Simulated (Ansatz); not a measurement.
We consider diamond-structure Si, described by r²SCANh (plane waves, PAW; Ansatz, a program for electronic structure).

Run with plane-wave cutoff 520 eV, 8×8×8 k mesh, Fermi–Dirac smearing 0.01 eV, scalar-relativistic PAW data made under PBE.

Properties against volume:

```csv
V (Å³/atom),P (GPa),direct gap at Γ (eV),smallest gap on the k mesh (eV)
19.079,5.70,3.263,1.146
19.581,2.68,3.253,1.189
20.155,-0.33,3.240,1.235
20.585,-2.32,3.229,1.266
21.087,-4.37,3.217,1.300
```

The fundamental gap (1.19 eV at the equilibrium volume, with added k points) lies elsewhere than Γ–Γ.
